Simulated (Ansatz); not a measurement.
Born–Oppenheimer molecular dynamics of BClH3N (6 atoms, charge 0, multiplicity 1). It starts from a relaxed structure.

Method: RKS r2SCANh/def2-SVP in Ansatz 0.2.0.

```yaml
ensemble: NVT, Langevin thermostat
time_step: 0.5 fs
steps_asked: 150
set_temperature: 500 K
friction: 0.01 /fs
seed: 496630
```

First frame:

```xyz
6
Properties=species:S:1:pos:R:3
B 0.009 -0.016 0.073
N 0.016 0.002 1.459
H -0.832 -0.074 2.003
H 0.862 0.090 2.008
Cl 1.541 0.121 -0.813
H -1.016 -0.123 -0.545
```

Question: How far do the bonds stretch over the last three quarters of this one trajectory? (Pairs bonded in most of those frames.)

Answer: 
```json
{"bond": "B1–N2", "mean (Å)": "1.385", "spread (Å)": "0.035", "shortest": "1.34", "longest": "1.45"}
{"bond": "B1–Cl5", "mean (Å)": "1.781", "spread (Å)": "0.045", "shortest": "1.72", "longest": "1.87"}
{"bond": "B1–H6", "mean (Å)": "1.208", "spread (Å)": "0.042", "shortest": "1.13", "longest": "1.28"}
{"bond": "N2–H3", "mean (Å)": "1.013", "spread (Å)": "0.022", "shortest": "0.97", "longest": "1.06"}
{"bond": "N2–H4", "mean (Å)": "1.014", "spread (Å)": "0.021", "shortest": "0.98", "longest": "1.05"}
```

Mean temperature of the second half: 454 K. A run of 0.075 ps of so small a system gives no equilibrium averages.

Time of the run: 4.7 min on 1 thread of Arm Neoverse V2 (shared host), peak memory 0.12 GiB.
